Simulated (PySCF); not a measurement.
SMILES C=C1CC=CC1, C$_{6}$H$_{8}$

Geometry:
| atom | x (Å) | y (Å) | z (Å) |
| --- | --- | --- | --- |
| C1 | 2.083 | 0.164 | -0.493 |
| C2 | 0.783 | 0.084 | -0.206 |
| C3 | 0.020 | -1.194 | 0.096 |
| C4 | -1.381 | -0.716 | 0.341 |
| C5 | -1.490 | 0.610 | 0.219 |
| C6 | -0.180 | 1.256 | -0.129 |
| H7 | 2.563 | 1.124 | -0.701 |
| H8 | 2.715 | -0.728 | -0.531 |
| H9 | 0.439 | -1.724 | 0.972 |
| H10 | 0.074 | -1.913 | -0.742 |
| H11 | -2.205 | -1.390 | 0.590 |
| H12 | -2.414 | 1.177 | 0.354 |
| H13 | 0.135 | 1.995 | 0.631 |
| H14 | -0.230 | 1.810 | -1.084 |

Theory: PySCF 2.14.0, GIAO B3LYP/pcSseg-1 magnetisability, rotational g tensor and spin-rotation constants, non-relativistic, gas phase. Geometry: PBE0-D3(BJ)/def2-SVP.

Q: How diamagnetic is it, and how anisotropic?

A: Isotropic -841 × 10⁻³⁰ J/T², or -50.7 × 10⁻⁶ cm³/mol; principal values -1015, -782, -727 × 10⁻³⁰ J/T², anisotropy 265 × 10⁻³⁰ J/T² (root of half the summed squared differences of the principal values). The susceptibility is in cgs units.

Q: Split it along the inertial axes a, b, c into diamagnetic and paramagnetic parts about the centre of mass, with the quadrupole moment.

A: 
| axis | χ (10⁻⁶ cm³/mol) | diamagnetic (10⁻⁶ cm³/mol) | paramagnetic (10⁻⁶ cm³/mol) | summed x² of all electrons (Å²) | quadrupole Θ (D Å) |
| --- | --- | --- | --- | --- | --- |
| a | -47.1 | -260.3 | 213.3 | 91.0 | +0.23 |
| b | -43.8 | -434.3 | 390.5 | 50.0 | +3.83 |
| c | -61.1 | -597.9 | 536.8 | 11.4 | -4.06 |

Anisotropies 2χaa − χbb − χcc = +10.8 and 2χbb − χaa − χcc = +20.6 × 10⁻⁶ cm³/mol. Θ is traceless in Buckingham's convention.

Q: And the rotational g tensor?

A: 
| axis | rotational constant (GHz) | g | nuclear part | electronic part |
| --- | --- | --- | --- | --- |
| a | 7.2495 | -0.0633 | 0.6631 | -0.7264 |
| b | 3.5108 | -0.0395 | 0.6045 | -0.6440 |
| c | 2.4368 | -0.0022 | 0.6123 | -0.6145 |

Asymmetric top; isotopes 12C, 1H; no vibrational averaging.
